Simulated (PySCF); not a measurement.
# BH2 (boron dihydride): UB3LYP/6-31G(d) (spherical functions, max memory mb 1860, preoptimised minimum)

Aim: an optimisation with harmonic vibrations of BH2 (boron dihydride). Input form: a Python script.

The results are computed with PySCF 2.14.0.

## Step 1: The structure to begin with

BH2: 3 atoms, total charge 0, spin state doublet. As SMILES, `[BH2]`. The shape comes from GFN2-xTB symmetrised, which is rough for such elements, and wasn't checked as a minimum. The run starts from this shape.

Bond lengths: B1–H2 1.159 Å, B1–H3 1.159 Å. Angles: H2–B1–H3 128.4°.

## Step 2: An optimisation with harmonic vibrations at UB3LYP/6-31G(d) (spherical functions, max memory mb 1860, preoptimised minimum)

run.py reads:

```python
# [BH2]
import numpy
from pyscf import gto, dft, symm
from pyscf.hessian import thermo
from pyscf.geomopt.geometric_solver import kernel as optimise

molecule = gto.Mole()
molecule.atom = [
    ('B', (0.061960, -0.039192, 0.030325)),
    ('H', (0.079166, 1.112379, 0.162681)),
    ('H', (-0.743739, -0.692015, -0.487941)),
]
molecule.max_memory = 1860
molecule.verbose = 3
molecule.basis = '6-31g*'
molecule.spin = 1
molecule.build()

mf = dft.UKS(molecule, xc='b3lyp')
mf.grids.level = 4
mf.conv_tol = 1e-10
converged, mol_eq = optimise(mf, maxsteps=80)
print('converged:', converged)
print(mol_eq.tostring())

mf.reset(mol_eq)
molecule = mol_eq
mf.kernel()
e_final = mf.e_tot
print('E = %.10f Eh' % e_final)
hess = mf.Hessian().kernel()
modes = thermo.harmonic_analysis(molecule, hess)
print('frequencies (1/cm)', numpy.round(modes['freq_wavenumber'], 1))
symm.geom.TOLERANCE = 1e-3  # for the symmetry number
th = thermo.thermo(mf, modes['freq_au'], 298.15, 101325)
thermo.dump_thermo(molecule, th)
```

Command:

```
$ OMP_NUM_THREADS=1 python run.py
```

Q: Predict the results. Wanted: total energy; dipole moment; HOMO energy; LUMO energy; ⟨S²⟩; lowest harmonic wavenumber; highest harmonic wavenumber; zero-point energy; ideal-gas entropy at 298.15 K.

**Answer.** As computed:

Level: UB3LYP/6-31G* (spherical functions, max memory mb 1860, preoptimised minimum).

```
                                                 quantity             value
                                             total energy      -25.93417 Eh
                                            dipole moment            0.37 D
                       HOMO energy (highest over α and β)          -5.63 eV
                        LUMO energy (lowest over α and β)          -2.05 eV
                                                     ⟨S²⟩             0.751
                               lowest harmonic wavenumber         1023 cm⁻¹
                              highest harmonic wavenumber         2771 cm⁻¹
                                        zero-point energy       38.3 kJ/mol
ideal-gas entropy at 298.15 K (symmetry number 2 as used)  46.4 cal/(mol K)
```

What this shows: At the final geometry: Bond lengths: B1–H2 1.193 Å, B1–H3 1.193 Å. Angles: H2–B1–H3 127.9°. All 3 modes are real, so the shape is a minimum at this level.
